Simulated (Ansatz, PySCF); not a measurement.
ammonia (H₃N), SMILES N. Atoms are numbered in the order given.

```xyz
4

N      0.0000     0.0001     0.1194
H     -0.8137    -0.4698    -0.2594
H      0.0000     0.9396    -0.2600
H      0.8137    -0.4698    -0.2594
```
Charge 0, spin multiplicity 1.

Coordinates come from a PBE0-D3(BJ)/def2-TZVPD optimisation.

Two levels are set side by side: PBE-D3(BJ)/def2-TZVPD (Ansatz, a program for electronic structure) and PBE0-D3(BJ)/def2-TZVPD (PySCF). Each level has its own optimised geometry; the coordinates shown are those of the second. Frequencies come from the Hessian of PySCF at each geometry. Differences are taken from unrounded values.

```
quantity                            PBE0-D3(BJ)
----------------------------------  -----------
mean bond length (Å)                      1.013
bond N1–H2 (Å)                            1.013
bond N1–H3 (Å)                            1.013
bond N1–H4 (Å)                            1.013
highest harmonic wavenumber (cm⁻¹)         3626
mean harmonic wavenumber (cm⁻¹)            2518
zero-point energy (kcal/mol)              21.60
```

Task: What does PBE-D3(BJ) give, and how far is it from PBE0-D3(BJ)? (Estimate from the structure and the level; the computed values follow.)

Result: 
| quantity | PBE-D3(BJ) | PBE-D3(BJ) minus PBE0-D3(BJ) |
|---|---|---|
| mean bond length (Å) | 1.023 | 0.010 |
| bond N1–H2 (Å) | 1.023 | 0.010 |
| bond N1–H3 (Å) | 1.023 | 0.010 |
| bond N1–H4 (Å) | 1.023 | 0.010 |
| highest harmonic wavenumber (cm⁻¹) | 3498 | -127 |
| mean harmonic wavenumber (cm⁻¹) | 2439 | -79 |
| zero-point energy (kcal/mol) | 20.92 | -0.68 |

Exact exchange shortens and stiffens bonds; PBE has none. Differences between two approximate levels are no errors against the true value.
